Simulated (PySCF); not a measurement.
## Ionisation energy of B by level of theory

B [He] 2s2 2p1 (2P) → B⁺ [He] 2s2 (1S), as a difference of total energies. Computed with PySCF 2.14 in aug-cc-pVDZ (4s3p2d, 23 functions), with the non-relativistic Hamiltonian (point nucleus). Correlated levels: valence: 1s2 frozen. The calculations carry no spin-orbit coupling.

```csv
method,ionisation energy (eV)
UHF,8.043
TPSS,8.777
PBE0,8.663
MP2 (valence),8.163
SCS-MP2 (valence),8.127
CCSD (valence),8.068
CCSD(T) (valence),8.093
```

Q: How much does correlation contribute at CCSD(T) (valence)?

A: 8.093 − (8.043) = 0.050 eV, measured against UHF.

Errors of the correlated levels include the incompleteness of this basis and the frozen core.

The coupled-cluster amplitudes are large for B⁺ (T1 above 0.03 or a double amplitude above 0.15), so a single reference is strained.

For comparison: 8.297 eV (measured; NIST levels, between the centres of gravity of the two terms).
